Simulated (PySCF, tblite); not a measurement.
# methallyl alcohol (C₄H₈O): a rotation path, then NMR shifts and spin-spin couplings on frames, part 2 of 3

tblite 0.8.0 and PySCF 2.14.0. Atoms count from 0. Earlier steps stand in the parts before.

## 6. Indirect couplings: image 2, B3LYP/pcJ-1

The job: settings as JSON, then the geometry in Å.

```
{"job": {"kind": "j", "xc": "B3LYP", "basis": "pcJ-1"}, "charge": 0, "multiplicity": 1}
C     -0.090200     1.678400     0.108900
C     -0.121700     0.361300    -0.013900
C     -1.263000    -0.476100     0.474700
C      0.987800    -0.385700    -0.719000
O      1.255600    -1.665000    -0.192300
H      0.731000     2.265800    -0.266900
H     -0.896100     2.223300     0.570000
H     -1.936800     0.110600     1.092700
H     -0.904200    -1.331000     1.046400
H     -1.816500    -0.868100    -0.378200
H      0.691700    -0.563200    -1.758800
H      1.901700     0.226700    -0.726900
H      1.456300    -1.576700     0.745700
```

Method: B3LYP/pcJ-1 indirect spin-spin coupling, non-relativistic, gas phase.

The log of the run:

```text
coarse grid: 10392 points
cycle   1  E = -232.2998377358  dE =  4.543e-01  |g| = 7.219e-01  |ddm| = 2.767e+00
cycle   2  E = -232.2079871601  dE =  9.185e-02  |g| = 1.029e+00  |ddm| = 1.518e+00
cycle   3  E = -232.3989586853  dE = -1.910e-01  |g| = 1.060e-01  |ddm| = 9.958e-01
cycle   4  E = -232.4009299012  dE = -1.971e-03  |g| = 4.105e-02  |ddm| = 1.161e-01
cycle   5  E = -232.4013202121  dE = -3.903e-04  |g| = 7.386e-03  |ddm| = 4.131e-02
cycle   6  E = -232.4013274626  dE = -7.250e-06  |g| = 4.526e-03  |ddm| = 8.959e-03
cycle   7  E = -232.4013324299  dE = -4.967e-06  |g| = 5.039e-04  |ddm| = 3.484e-03
final grid: 99016 points
cycle   8  E = -232.4525522569  dE = -1.189e-04  |g| = 6.188e-03  |ddm| = 2.079e-02
cycle   9  E = -232.4525485958  dE =  3.661e-06  |g| = 7.232e-03  |ddm| = 1.003e-02
cycle  10  E = -232.4525605691  dE = -1.197e-05  |g| = 9.639e-04  |ddm| = 6.221e-03
cycle  11  E = -232.4525606631  dE = -9.408e-08  |g| = 5.991e-04  |ddm| = 1.216e-03
cycle  12  E = -232.4525607251  dE = -6.192e-08  |g| = 2.483e-05  |ddm| = 4.211e-04
cycle  13  E = -232.4525607251  dE = -1.933e-11  |g| = 2.256e-05  |ddm| = 4.055e-05
converged SCF energy = -232.4525607251

Indirect spin-spin couplings (Hz)
  i      j    bonds     total        FC       PSO       DSO        SD
  0 C    1 C    1     79.785    89.429    -9.833     0.189         -
  0 C    2 C    2      3.215     3.523    -0.257    -0.051         -
  0 C    3 C    2      6.083     6.221    -0.118    -0.019         -
  0 C    4 O    3     -0.299    -0.293    -0.056     0.049         -
  0 C    5 H    1    160.438   159.216     0.586     0.636         -
  0 C    6 H    1    163.578   162.398     0.548     0.632         -
  0 C    7 H    3      6.348     6.685    -0.340     0.003         -
  0 C    8 H    3      7.073     7.174     0.347    -0.448         -
  0 C    9 H    3      5.903     6.048     0.216    -0.361         -
  0 C   10 H    3      4.439     4.579     0.127    -0.266         -
  0 C   11 H    3      4.933     5.178    -0.293     0.048         -
  0 C   12 H    4     -0.247    -0.219     0.168    -0.196         -
  1 C    2 C    1     43.787    45.024    -1.457     0.220         -
  1 C    3 C    1     42.591    43.712    -1.387     0.265         -
  1 C    4 O    2     -0.043    -0.279     0.233     0.002         -
  1 C    5 H    2     -0.775     1.189    -1.527    -0.436         -
  1 C    6 H    2     -1.007     0.904    -1.472    -0.439         -
  1 C    7 H    2     -3.318    -2.977    -0.224    -0.117         -
  1 C    8 H    2     -7.221    -7.200     0.042    -0.063         -
  1 C    9 H    2     -8.034    -8.039     0.058    -0.053         -
  1 C   10 H    2     -6.146    -6.138    -0.008    -0.000         -
  1 C   11 H    2      0.279     0.585    -0.262    -0.045         -
  1 C   12 H    3      1.213     1.167    -0.051     0.097         -
  2 C    3 C    2      2.948     3.035    -0.091     0.004         -
  2 C    4 O    3     -0.729    -0.887     0.161    -0.004         -
  2 C    5 H    3     11.146    11.251     0.414    -0.519         -
  2 C    6 H    3      7.230     7.369    -0.107    -0.032         -
  2 C    7 H    1    133.991   132.194     1.129     0.668         -
  2 C    8 H    1    134.690   132.867     1.113     0.711         -
  2 C    9 H    1    130.825   128.931     1.212     0.682         -
  2 C   10 H    3      1.130     1.097     0.157    -0.124         -
  2 C   11 H    3      4.043     4.064     0.434    -0.456         -
  2 C   12 H    4     -0.170    -0.122    -0.090     0.042         -
  3 C    4 O    1     20.081    21.025    -0.845    -0.099         -
  3 C    5 H    3      8.328     8.383    -0.141     0.085         -
  3 C    6 H    3     13.300    13.364     0.391    -0.456         -
  3 C    7 H    3      6.574     6.592     0.407    -0.425         -
  3 C    8 H    3      2.149     2.176    -0.027     0.001         -
  3 C    9 H    3      1.558     1.579    -0.009    -0.011         -
  3 C   10 H    1    147.293   146.255     0.056     0.981         -
  3 C   11 H    1    145.935   144.913     0.032     0.989         -
  3 C   12 H    2     -2.721    -2.859     0.683    -0.546         -
  4 O    5 H    4      0.511     0.456    -0.102     0.156         -
  4 O    6 H    4      0.378     0.368    -0.192     0.201         -
  4 O    7 H    4     -1.176    -1.181    -0.185     0.190         -
  4 O    8 H    4     -0.343    -0.377     0.185    -0.151         -
  4 O    9 H    4      0.365     0.327     0.004     0.033         -
  4 O   10 H    2    -14.482   -13.821    -0.757     0.096         -
  4 O   11 H    2     -2.728    -2.318    -0.596     0.186         -
  4 O   12 H    1    -69.920   -57.142   -12.444    -0.334         -
  5 H    6 H    2      0.272    -0.013     3.751    -3.467         -
  5 H    8 H    4     -1.247    -1.101     1.668    -1.813         -
  5 H    9 H    4     -3.327    -3.179     1.579    -1.727         -
  5 H   10 H    4     -2.990    -2.881     0.452    -0.562         -
  5 H   11 H    4     -1.017    -1.053    -1.600     1.636         -
  6 H    7 H    4     -0.507    -0.496    -1.477     1.466         -
  6 H    8 H    4     -1.973    -1.827     1.268    -1.414         -
  6 H    9 H    4     -3.433    -3.273     0.834    -0.993         -
  6 H   10 H    4     -3.094    -2.961     1.487    -1.620         -
  6 H   11 H    4     -0.973    -0.832     1.517    -1.658         -
  7 H    8 H    2    -12.215   -12.325     2.712    -2.602         -
  7 H    9 H    2    -14.029   -14.145     2.766    -2.650         -
  7 H   10 H    4     -0.744    -0.673     1.573    -1.644         -
  7 H   11 H    4      1.074     1.164     1.668    -1.759         -
  8 H    9 H    2    -19.480   -19.657     2.528    -2.351         -
  8 H   10 H    4     -1.893    -1.770     0.941    -1.064         -
  8 H   11 H    4     -0.878    -0.748     1.419    -1.548         -
  9 H   10 H    4     -2.944    -2.927    -0.659     0.643         -
  9 H   11 H    4     -1.073    -0.977     1.674    -1.770         -
  9 H   12 H    5     -0.152     0.006     1.079    -1.236         -
 10 H   11 H    2    -15.147   -15.201     2.095    -2.041         -
 10 H   12 H    3     17.328    17.402     4.525    -4.599         -
 11 H   12 H    3      0.819     1.027     0.978    -1.185         -
```

Wall time 48 s (1 thread, shared host).

In short: J(C0,H6) 163.6 Hz, J(C0,H5) 160.4 Hz, J(C3,H10) 146.6 Hz (means over like pairs).

## 7. NMR shieldings: image 4, PBE0/pcSseg-1

The job: settings as JSON, then the geometry in Å.

```
{"job": {"kind": "nmr", "xc": "PBE0", "basis": "pcSseg-1", "pop": false}, "charge": 0, "multiplicity": 1}
C     -0.184900     1.701400    -0.035300
C     -0.107100     0.380300    -0.005900
C     -1.172700    -0.471400     0.612300
C      1.062400    -0.332100    -0.658400
O      1.080900    -1.729500    -0.507400
H      0.574200     2.303200    -0.506400
H     -1.017200     2.228700     0.397300
H     -1.899800     0.148400     1.129500
H     -0.760000    -1.188000     1.322600
H     -1.681300    -1.037200    -0.167800
H      1.022600    -0.164100    -1.739700
H      2.004400     0.105500    -0.290100
H      1.074200    -1.944800     0.431500
```

Level: GIAO PBE0/pcSseg-1 NMR shielding, non-relativistic, gas phase.

The log of the run:

```text
coarse grid: 10392 points
cycle   1  E = -232.0036204779  dE =  5.097e-01  |g| = 6.448e-01  |ddm| = 3.062e+00
cycle   2  E = -231.9540289421  dE =  4.959e-02  |g| = 8.458e-01  |ddm| = 1.200e+00
cycle   3  E = -232.0852737140  dE = -1.312e-01  |g| = 8.532e-02  |ddm| = 7.522e-01
cycle   4  E = -232.0866737029  dE = -1.400e-03  |g| = 3.045e-02  |ddm| = 9.425e-02
cycle   5  E = -232.0868812225  dE = -2.075e-04  |g| = 1.048e-02  |ddm| = 3.356e-02
cycle   6  E = -232.0869044084  dE = -2.319e-05  |g| = 3.717e-03  |ddm| = 1.126e-02
cycle   7  E = -232.0869078068  dE = -3.398e-06  |g| = 2.860e-04  |ddm| = 3.129e-03
final grid: 99016 points
cycle   8  E = -232.1277502982  dE = -2.763e-05  |g| = 9.109e-03  |ddm| = 2.348e-02
cycle   9  E = -232.1277394051  dE =  1.089e-05  |g| = 1.191e-02  |ddm| = 1.679e-02
cycle  10  E = -232.1277681955  dE = -2.879e-05  |g| = 1.313e-03  |ddm| = 9.880e-03
cycle  11  E = -232.1277685494  dE = -3.538e-07  |g| = 1.726e-04  |ddm| = 1.010e-03
cycle  12  E = -232.1277685520  dE = -2.692e-09  |g| = 1.448e-04  |ddm| = 2.560e-04
cycle  13  E = -232.1277685571  dE = -5.092e-09  |g| = 9.678e-06  |ddm| = 1.266e-04
cycle  14  E = -232.1277685572  dE = -1.853e-11  |g| = 2.888e-06  |ddm| = 1.282e-05
converged SCF energy = -232.1277685572

GIAO shielding tensors (ppm)
atom      isotropic    diamagn.    paramagn.     s11        s22        s33       span
  0 C       74.477     253.195    -178.717    -34.754    101.962    156.224    190.979
  1 C       30.094     262.614    -232.520    -89.615     32.567    147.330    236.946
  2 C      164.803     246.294     -81.491    155.018    158.136    181.257     26.239
  3 C      117.644     241.262    -123.619     88.452    110.252    154.226     65.774
  4 O      307.295     388.151     -80.857    278.793    292.595    350.496     71.702
  5 H       26.795      31.487      -4.692     23.926     25.592     30.868      6.942
  6 H       26.429      31.459      -5.030     23.387     25.290     30.610      7.223
  7 H       29.876      30.378      -0.502     26.219     28.717     34.692      8.473
  8 H       29.971      30.701      -0.730     25.481     29.638     34.795      9.314
  9 H       29.479      29.358       0.121     25.826     27.299     35.312      9.486
 10 H       26.987      28.736      -1.749     22.346     27.631     30.983      8.637
 11 H       26.937      29.543      -2.606     21.851     27.641     31.320      9.469
 12 H       31.353      32.705      -1.351     23.248     28.790     42.022     18.774
```

Wall time 23 s (1 thread, shared host).

This run: δ C1 156.8, C0 112.4, C3 69.3, C2 22.1, H6 5.29, H5 4.92 ppm.

## 8. Spin-spin couplings: image 4, B3LYP/pcJ-1

The job, as its differences from that of step 7:

```diff
@@ -1,2 +1,2 @@
-{"job": {"kind": "nmr", "xc": "PBE0", "basis": "pcSseg-1", "pop": false}, "charge": 0, "multiplicity": 1}
+{"job": {"kind": "j", "xc": "B3LYP", "basis": "pcJ-1"}, "charge": 0, "multiplicity": 1}
 C     -0.184900     1.701400    -0.035300
```

Level: B3LYP/pcJ-1 indirect spin-spin coupling, non-relativistic, gas phase.

The log of the run:

```text
coarse grid: 10392 points
cycle   1  E = -232.2938225920  dE =  4.593e-01  |g| = 7.283e-01  |ddm| = 2.765e+00
cycle   2  E = -232.2003553297  dE =  9.347e-02  |g| = 1.036e+00  |ddm| = 1.455e+00
cycle   3  E = -232.3948780791  dE = -1.945e-01  |g| = 1.073e-01  |ddm| = 9.501e-01
cycle   4  E = -232.3968926426  dE = -2.015e-03  |g| = 4.410e-02  |ddm| = 1.183e-01
cycle   5  E = -232.3973266200  dE = -4.340e-04  |g| = 1.296e-02  |ddm| = 4.441e-02
cycle   6  E = -232.3973599066  dE = -3.329e-05  |g| = 5.202e-03  |ddm| = 1.345e-02
cycle   7  E = -232.3973664693  dE = -6.563e-06  |g| = 3.947e-04  |ddm| = 4.017e-03
final grid: 99016 points
cycle   8  E = -232.4485728404  dE = -1.197e-04  |g| = 6.199e-03  |ddm| = 1.988e-02
cycle   9  E = -232.4485692191  dE =  3.621e-06  |g| = 7.209e-03  |ddm| = 1.015e-02
cycle  10  E = -232.4485812465  dE = -1.203e-05  |g| = 1.009e-03  |ddm| = 6.127e-03
cycle  11  E = -232.4485813462  dE = -9.972e-08  |g| = 6.569e-04  |ddm| = 1.178e-03
cycle  12  E = -232.4485814285  dE = -8.229e-08  |g| = 9.805e-05  |ddm| = 4.523e-04
cycle  13  E = -232.4485814307  dE = -2.217e-09  |g| = 2.099e-05  |ddm| = 9.197e-05
cycle  14  E = -232.4485814308  dE = -9.578e-11  |g| = 4.173e-06  |ddm| = 1.803e-05
converged SCF energy = -232.4485814308

Indirect spin-spin couplings (Hz)
  i      j    bonds     total        FC       PSO       DSO        SD
  0 C    1 C    1     79.706    89.429    -9.911     0.188         -
  0 C    2 C    2      2.875     3.182    -0.258    -0.049         -
  0 C    3 C    2      6.373     6.455    -0.066    -0.015         -
  0 C    4 O    3     -0.200    -0.330     0.077     0.053         -
  0 C    5 H    1    158.695   157.371     0.683     0.641         -
  0 C    6 H    1    165.976   164.726     0.608     0.641         -
  0 C    7 H    3      6.653     6.990    -0.354     0.016         -
  0 C    8 H    3      7.103     7.219     0.322    -0.438         -
  0 C    9 H    3      6.241     6.382     0.227    -0.368         -
  0 C   10 H    3      4.364     4.562    -0.097    -0.101         -
  0 C   11 H    3      4.148     4.377    -0.190    -0.040         -
  0 C   12 H    4     -0.334    -0.292     0.287    -0.328         -
  1 C    2 C    1     44.225    45.471    -1.466     0.220         -
  1 C    3 C    1     42.647    43.547    -1.165     0.264         -
  1 C    4 O    2     -0.479    -0.530     0.046     0.004         -
  1 C    5 H    2     -0.938     1.045    -1.547    -0.436         -
  1 C    6 H    2     -1.321     0.614    -1.493    -0.442         -
  1 C    7 H    2     -3.047    -2.693    -0.241    -0.113         -
  1 C    8 H    2     -7.119    -7.112     0.072    -0.080         -
  1 C    9 H    2     -8.995    -9.014     0.064    -0.045         -
  1 C   10 H    2     -5.925    -5.872    -0.043    -0.010         -
  1 C   11 H    2     -1.520    -1.372    -0.127    -0.021         -
  1 C   12 H    3      1.204     1.250    -0.096     0.050         -
  2 C    3 C    2      2.567     2.623    -0.055    -0.001         -
  2 C    4 O    3     -0.716    -0.809     0.098    -0.006         -
  2 C    5 H    3     11.909    12.009     0.420    -0.519         -
  2 C    6 H    3      7.944     8.092    -0.121    -0.027         -
  2 C    7 H    1    134.793   133.051     1.074     0.668         -
  2 C    8 H    1    131.032   129.070     1.249     0.714         -
  2 C    9 H    1    133.793   131.993     1.112     0.688         -
  2 C   10 H    3      1.263     1.259     0.300    -0.296         -
  2 C   11 H    3      1.980     1.984     0.368    -0.371         -
  2 C   12 H    4     -0.260    -0.275    -0.226     0.240         -
  3 C    4 O    1     20.435    21.295    -0.762    -0.099         -
  3 C    5 H    3      8.348     8.338    -0.097     0.107         -
  3 C    6 H    3     13.262    13.330     0.384    -0.453         -
  3 C    7 H    3      6.333     6.360     0.396    -0.422         -
  3 C    8 H    3      2.027     2.051    -0.003    -0.021         -
  3 C    9 H    3      1.675     1.688     0.020    -0.034         -
  3 C   10 H    1    149.535   148.524     0.032     0.979         -
  3 C   11 H    1    144.710   143.639     0.090     0.981         -
  3 C   12 H    2     -2.818    -2.989     0.726    -0.556         -
  4 O    5 H    4      0.258     0.163    -0.074     0.170         -
  4 O    7 H    4     -1.598    -1.547    -0.257     0.206         -
  4 O    8 H    4     -0.529    -0.487     0.042    -0.085         -
  4 O    9 H    4     -0.171    -0.176     0.050    -0.045         -
  4 O   10 H    2    -14.897   -14.242    -0.752     0.097         -
  4 O   11 H    2     -2.885    -2.488    -0.585     0.188         -
  4 O   12 H    1    -70.306   -57.472   -12.492    -0.342         -
  5 H    6 H    2     -0.117    -0.419     3.784    -3.482         -
  5 H    8 H    4     -1.626    -1.481     1.662    -1.807         -
  5 H    9 H    4     -3.300    -3.152     1.580    -1.728         -
  5 H   10 H    4     -3.108    -3.044    -0.502     0.438         -
  5 H   11 H    4     -2.431    -2.401    -0.926     0.895         -
  5 H   12 H    5     -0.197    -0.059     1.140    -1.278         -
  6 H    7 H    4     -0.496    -0.490    -1.569     1.564         -
  6 H    8 H    4     -2.325    -2.172     1.196    -1.349         -
  6 H    9 H    4     -3.502    -3.342     0.888    -1.048         -
  6 H   10 H    4     -3.710    -3.571     1.444    -1.583         -
  6 H   11 H    4     -2.973    -2.830     1.474    -1.618         -
  6 H   12 H    5     -0.307    -0.188     1.062    -1.182         -
  7 H    8 H    2    -12.856   -12.974     2.661    -2.544         -
  7 H    9 H    2    -13.830   -13.935     2.734    -2.629         -
  7 H   10 H    4     -0.697    -0.613     1.593    -1.677         -
  8 H    9 H    2    -19.068   -19.259     2.561    -2.370         -
  8 H   10 H    4     -2.619    -2.492     1.574    -1.701         -
  8 H   11 H    4     -2.049    -1.933     0.728    -0.844         -
  8 H   12 H    5     -0.187    -0.485    -3.085     3.383         -
  9 H   10 H    4     -3.410    -3.327     0.163    -0.246         -
  9 H   11 H    4     -3.039    -2.935     1.749    -1.852         -
 10 H   11 H    2    -18.642   -18.706     2.076    -2.012         -
 10 H   12 H    3     17.522    17.589     4.539    -4.607         -
 11 H   12 H    3      1.002     1.210     0.936    -1.144         -
```

Wall time 49 s (1 thread, shared host).

In short: J(C0,H6) 166.0 Hz, J(C0,H5) 158.7 Hz, J(C3,H10) 147.1 Hz (means over like pairs).

## 9. NMR shieldings: image 6, PBE0/pcSseg-1

The job: settings as JSON, then the geometry in Å.

```
{"job": {"kind": "nmr", "xc": "PBE0", "basis": "pcSseg-1", "pop": false}, "charge": 0, "multiplicity": 1}
C     -0.278700     1.694800    -0.191300
C     -0.101200     0.394900    -0.019400
C     -1.074100    -0.458500     0.738000
C      1.123300    -0.304400    -0.571700
O      0.963800    -1.680500    -0.813800
H      0.419700     2.292300    -0.752700
H     -1.127200     2.210000     0.225400
H     -1.829000     0.158500     1.216700
H     -0.571000    -1.048700     1.505700
H     -1.573700    -1.143400     0.052000
H      1.400100     0.132600    -1.534400
H      1.963600    -0.139600     0.125600
H      0.679800    -2.107600     0.002200
```

Level: GIAO PBE0/pcSseg-1 NMR shielding, non-relativistic, gas phase.

The log of the run:

```text
coarse grid: 10392 points
cycle   1  E = -232.0042541306  dE =  5.109e-01  |g| = 6.454e-01  |ddm| = 3.063e+00
cycle   2  E = -231.9538610589  dE =  5.039e-02  |g| = 8.488e-01  |ddm| = 1.153e+00
cycle   3  E = -232.0859614674  dE = -1.321e-01  |g| = 8.477e-02  |ddm| = 7.092e-01
cycle   4  E = -232.0873397488  dE = -1.378e-03  |g| = 3.044e-02  |ddm| = 9.355e-02
cycle   5  E = -232.0875474733  dE = -2.077e-04  |g| = 1.043e-02  |ddm| = 3.343e-02
cycle   6  E = -232.0875703248  dE = -2.285e-05  |g| = 3.698e-03  |ddm| = 1.113e-02
cycle   7  E = -232.0875736989  dE = -3.374e-06  |g| = 2.920e-04  |ddm| = 3.067e-03
final grid: 99016 points
cycle   8  E = -232.1283359391  dE = -3.021e-05  |g| = 9.206e-03  |ddm| = 2.579e-02
cycle   9  E = -232.1283251036  dE =  1.084e-05  |g| = 1.197e-02  |ddm| = 1.662e-02
cycle  10  E = -232.1283543990  dE = -2.930e-05  |g| = 1.332e-03  |ddm| = 9.600e-03
cycle  11  E = -232.1283547613  dE = -3.624e-07  |g| = 1.772e-04  |ddm| = 1.007e-03
cycle  12  E = -232.1283547644  dE = -3.029e-09  |g| = 1.435e-04  |ddm| = 2.494e-04
cycle  13  E = -232.1283547694  dE = -5.004e-09  |g| = 1.124e-05  |ddm| = 1.265e-04
cycle  14  E = -232.1283547694  dE = -3.013e-11  |g| = 2.803e-06  |ddm| = 1.461e-05
converged SCF energy = -232.1283547694

GIAO shielding tensors (ppm)
atom      isotropic    diamagn.    paramagn.     s11        s22        s33       span
  0 C       73.505     252.773    -179.268    -32.534    100.079    152.970    185.504
  1 C       30.965     263.209    -232.244    -89.672     32.434    150.132    239.805
  2 C      165.920     247.573     -81.653    155.058    159.149    183.554     28.496
  3 C      116.489     241.624    -125.134     90.095    109.458    149.915     59.820
  4 O      308.551     388.129     -79.577    282.250    286.889    356.515     74.265
  5 H       26.736      31.373      -4.636     23.894     25.477     30.838      6.944
  6 H       26.504      31.334      -4.830     23.445     25.336     30.731      7.286
  7 H       29.769      30.444      -0.675     26.069     28.579     34.660      8.592
  8 H       30.168      30.693      -0.526     26.239     28.918     35.348      9.109
  9 H       29.477      29.974      -0.497     25.538     27.937     34.955      9.417
 10 H       27.209      29.356      -2.146     22.966     27.702     30.960      7.994
 11 H       27.037      29.288      -2.252     22.029     27.443     31.639      9.610
 12 H       31.218      32.548      -1.329     22.077     29.851     41.727     19.651
```

Run time: 19 s. Hardware: 1 thread, shared host.

In short: δ C1 156.0, C0 113.4, C3 70.4, C2 21.0, H6 5.21, H5 4.98 ppm.

[end of part 2 of 3]
